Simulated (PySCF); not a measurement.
## Deuteron quadrupole couplings in `[C-]#CCC`

Species: C4H5 (charge -1).
Geometry (PBE0-D3(BJ)/def2-SVP, Å), atoms numbered from 1 in this order:
```
atom  x, y, z in Å
C1     2.649   -0.674   -0.278
C2     1.554   -0.082   -0.159
C3     0.256    0.577   -0.016
C4    -0.924   -0.397    0.072
H5     0.224    1.227    0.887
H6     0.054    1.274   -0.860
H7    -0.943   -1.050   -0.816
H8    -1.899    0.123    0.147
H9    -0.811   -1.056    0.948
```

Level: PBE0/pcSseg-1 (PySCF, non-relativistic); Q(2H) = 0.00286 b; rigid geometry, the same for H and D, with no vibrational averaging.

**Question.** Give the electric field gradient Vzz (the principal value of largest size), its asymmetry and the 2H coupling at each hydrogen.

**Answer.** 
| atom | bonded to | bond length (Å) | Vzz (au) | η | χzz (kHz) |
| --- | --- | --- | --- | --- | --- |
| H5 | C3 | 1.113 | 0.2781 | 0.02 | 187 |
| H6 | C3 | 1.113 | 0.2780 | 0.02 | 187 |
| H7 | C4 | 1.102 | 0.2938 | 0.01 | 197 |
| H8 | C4 | 1.107 | 0.2892 | 0.01 | 194 |
| H9 | C4 | 1.102 | 0.2939 | 0.01 | 197 |

**Question.** A static deuteron (I = 1) shows a doublet split by (3/2)χ, (3/4)χ(1 + η) and (3/4)χ(1 − η) with the field along z, y and x of the gradient. What are these for H5?

**Answer.** With |χ| = 186.9 kHz and η = 0.024: 280, 144 and 137 kHz, to first order and without motion.

Isolated species at its PBE0-D3(BJ)/def2-SVP geometry, gas phase. The pcSseg-1 basis has no diffuse functions, a weakness for an anion. With so small a basis the couplings can be 20 % off.

The run behind these numbers computed NMR shieldings as well. The run took 7.4 s wall on Intel Xeon Platinum 8259CL at 2.50 GHz, one thread, no GPU, shared host with 96 logical CPUs at a one-minute load of 51, and the process peaked at 0.43 GiB of memory.
